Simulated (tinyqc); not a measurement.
UKS/LDA (PW92) in the sto-3g basis, for OH+, spin multiplicity 3, step by step. One step of it, computed by the program tinyqc.

Task: Iteration 2: building the Kohn-Sham matrix. J_ij = sum D_kl (ij|kl) with D = D(alpha) + D(beta); F = H + J + V_xc; E = tr D H + tr D J / 2 + E_xc + E_nn.

D(alpha) after iteration 1, lower triangle:
```
            1O 1s      1O 2s    1O 2px    1O 2py    1O 2pz     2H 1s
1O 1s    1.060301
1O 2s   -0.256798   1.097917
1O 2px   0.000000   0.000000  1.000000
1O 2py   0.000000   0.000000  0.000000  1.000000
1O 2pz   0.012751  -0.077793  0.000000  0.000000  0.381531
2H 1s    0.021234  -0.136111  0.000000  0.000000  0.415439  0.454825
```

D(beta) after iteration 1, lower triangle:
```
            1O 1s      1O 2s    1O 2px    1O 2py    1O 2pz     2H 1s
1O 1s    1.060494
1O 2s   -0.257922   1.104442
1O 2px   0.000000   0.000000  0.000000
1O 2py   0.000000   0.000000  0.000000  0.000000
1O 2pz   0.011126  -0.070247  0.000000  0.000000  0.279029
2H 1s    0.026085  -0.164009  0.000000  0.000000  0.398213  0.572068
```

core Hamiltonian H = T + V (hartree), lower triangle:
```
             1O 1s      1O 2s     1O 2px     1O 2py     1O 2pz      2H 1s
1O 1s   -31.992969
1O 2s    -7.440497  -8.621302
1O 2px    0.000000   0.000000  -6.812439
1O 2py    0.000000   0.000000   0.000000  -6.812439
1O 2pz   -0.007246  -0.091037   0.000000   0.000000  -6.859504
2H 1s    -0.607400  -1.572984   0.000000   0.000000  -1.265126  -3.469691
```

Two-electron integrals (ij|kl) in chemists' order, unique and non-zero (hartree):
```
(11|11) 4.785065   (21|11) 0.741380   (21|21) 0.136873   (22|11) 1.118947
(22|21) 0.256633   (22|22) 0.817206   (31|31) 0.024477   (32|31) 0.037809
(32|32) 0.180518   (33|11) 1.115814   (33|21) 0.256684   (33|22) 0.817023
(33|33) 0.880159   (41|41) 0.024477   (42|41) 0.037809   (42|42) 0.180518
(43|43) 0.047444   (44|11) 1.115814   (44|21) 0.256684   (44|22) 0.817023
(44|33) 0.785270   (44|44) 0.880159   (51|51) 0.024477   (52|51) 0.037809
(52|52) 0.180518   (53|53) 0.047444   (54|54) 0.047444   (55|11) 1.115814
(55|21) 0.256684   (55|22) 0.817023   (55|33) 0.785270   (55|44) 0.785270
(55|55) 0.880159   (61|11) 0.060591   (61|21) 0.011105   (61|22) 0.020737
(61|33) 0.020701   (61|44) 0.020701   (61|51) 0.000474   (61|52) 0.000902
(61|55) 0.020811   (61|61) 0.000911   (62|11) 0.177325   (62|21) 0.041313
(62|22) 0.149676   (62|33) 0.147004   (62|44) 0.147004   (62|51) 0.003041
(62|52) 0.025360   (62|55) 0.154867   (62|61) 0.003420   (62|62) 0.036899
(63|31) 0.003936   (63|32) 0.024293   (63|53) 0.004991   (63|63) 0.004764
(64|41) 0.003936   (64|42) 0.024293   (64|54) 0.004991   (64|64) 0.004764
(65|11) 0.141349   (65|21) 0.033313   (65|22) 0.129037   (65|33) 0.123557
(65|44) 0.123557   (65|51) 0.006013   (65|52) 0.044268   (65|55) 0.139848
(65|61) 0.002850   (65|62) 0.038791   (65|65) 0.045144   (66|11) 0.375297
(66|21) 0.088778   (66|22) 0.370812   (66|33) 0.358547   (66|44) 0.358547
(66|51) 0.006906   (66|52) 0.082202   (66|55) 0.395009   (66|61) 0.007369
(66|62) 0.126420   (66|65) 0.152560   (66|66) 0.774606
```

nuclear repulsion = 3.02171141 hartree

V_xc(alpha) (hartree), lower triangle:
```
            1O 1s      1O 2s     1O 2px     1O 2py     1O 2pz      2H 1s
1O 1s   -2.922864
1O 2s   -0.418590  -0.789581
1O 2px   0.000000   0.000000  -0.795229
1O 2py   0.000000   0.000000   0.000000  -0.795229
1O 2pz   0.000811  -0.003232   0.000000   0.000000  -0.763729
2H 1s   -0.034356  -0.137860   0.000000   0.000000  -0.120673  -0.440349
```

V_xc(beta) (hartree), lower triangle:
```
            1O 1s      1O 2s     1O 2px     1O 2py     1O 2pz      2H 1s
1O 1s   -2.884627
1O 2s   -0.389485  -0.645064
1O 2px   0.000000   0.000000  -0.625464
1O 2py   0.000000   0.000000   0.000000  -0.625464
1O 2pz   0.000989  -0.003434   0.000000   0.000000  -0.668603
2H 1s   -0.032114  -0.121534   0.000000   0.000000  -0.114293  -0.451993
```

E_xc = sum of w rho eps_xc = -7.55711643 hartree

Give: Coulomb J; F(alpha); F(beta); total energy of this density.

Result:

Coulomb J (hartree), lower triangle:
```
          1O 1s   1O 2s  1O 2px  1O 2py  1O 2pz   2H 1s
1O 1s   15.3327
1O 2s    2.8012  6.5853
1O 2px   0.0000  0.0000  6.5687
1O 2py   0.0000  0.0000  0.0000  6.5687
1O 2pz   0.0051  0.0897  0.0000  0.0000  6.5957
2H 1s    0.2279  1.2232  0.0000  0.0000  1.0834  3.4437
```

F(alpha) (hartree), lower triangle:
```
           1O 1s    1O 2s   1O 2px   1O 2py   1O 2pz    2H 1s
1O 1s   -19.5832
1O 2s    -5.0579  -2.8256
1O 2px    0.0000   0.0000  -1.0390
1O 2py    0.0000   0.0000   0.0000  -1.0390
1O 2pz   -0.0014  -0.0046   0.0000   0.0000  -1.0275
2H 1s    -0.4139  -0.4876   0.0000   0.0000  -0.3024  -0.4663
```

F(beta) (hartree), lower triangle:
```
           1O 1s    1O 2s   1O 2px   1O 2py   1O 2pz    2H 1s
1O 1s   -19.5449
1O 2s    -5.0288  -2.6811
1O 2px    0.0000   0.0000  -0.8692
1O 2py    0.0000   0.0000   0.0000  -0.8692
1O 2pz   -0.0012  -0.0048   0.0000   0.0000  -0.9324
2H 1s    -0.4116  -0.4713   0.0000   0.0000  -0.2960  -0.4780
```

total energy of this density = -73.482256 hartree
